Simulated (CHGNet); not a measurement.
# hcp Zr

Computed with the machine-learned potential CHGNet-r²SCAN (trained on r²SCAN data).

Cell: relaxed at this level.

```json
{
  "lattice_parameter_a": "3.208 Å",
  "c axis length": "5.248 Å",
  "volume_per_atom": "23.38 Å³/atom"
}
```

Measured, for comparison: lattice constant a 3.232 Å, lattice parameter c 5.148 Å (293 K, no zero-point or thermal correction; as tabulated in Wikipedia's data pages). Computed (rounded) less measured: lattice constant a -0.7 %, lattice parameter c +1.9 %. A static lattice is as a rule a little smaller and stiffer than an uncorrected measurement, which narrows the difference in the lattice constant a and would widen misses of the other sign.

A machine-learned potential is trained on density-functional data: it inherits that level's misses and adds fitting errors of its own.
